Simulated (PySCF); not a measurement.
**Core-level binding energies of `C#CC#P`**

Species: C3HP.
Numbering: `[CH:1]#[C:2][C:3]#[P:4]`

Geometry (GFN2-xTB, Å), atoms numbered from 1 in this order:
```xyz
5
C3HP angstrom
C     -1.3630   -0.0570    0.0566
C     -0.1524   -0.0070    0.0257
C      1.1857    0.0493   -0.0086
P      2.7485    0.1167   -0.0469
H     -2.4102   -0.0992    0.0849
```

Method used: delta-SCF UKS SCAN, pcX-2 on the ionised atom, pcseg-1 elsewhere, spin-free X2C in PySCF. Vertical ΔSCF values, vacuum level as zero.

Q: List the computed XPS lines with their assignment.

A: 
```json
{"atom(s)": "P4", "bonded to": "C (triple bond)", "level": "P 1s", "binding energy (eV)": "2150.15", "2p1/2 (eV)": "–", "count": "1"}
{"atom(s)": "C1", "bonded to": "C (triple bond) and H", "level": "C 1s", "binding energy (eV)": "290.57", "2p1/2 (eV)": "–", "count": "1"}
{"atom(s)": "P4", "bonded to": "C (triple bond)", "level": "P 2p3/2", "binding energy (eV)": "136.65", "2p1/2 (eV)": "137.54", "count": "1"}
```

Q: Which photon wavelength matches the C 1s of C1 threshold?

A: λ = hc/E = 12398.42 eV Å / 290.57 eV = 42.669 Å.

The list is incomplete; no value stands for C 1s of C2, C3 (hole states with ⟨S²⟩ of 1 or more are left out). The unrestricted hole states depart most from a pure doublet (⟨S²⟩ = 0.75; over 0.85 named) for C 1s of C1 (1.00), which makes this value less certain. For 2p shells one spin-free hole was relaxed; a mean-field spin–orbit operator and the ground-state splitting of the three 2p orbitals were then diagonalised within the shell. The shell's mean is (2 × 2p3/2 + 2p1/2)/3, and the degeneracies 2j + 1 give areas of 2:1. 2p1/2 minus 2p3/2 (ligand field included): P 0.89 eV. Isolated species at its GFN2-xTB geometry, gas phase.
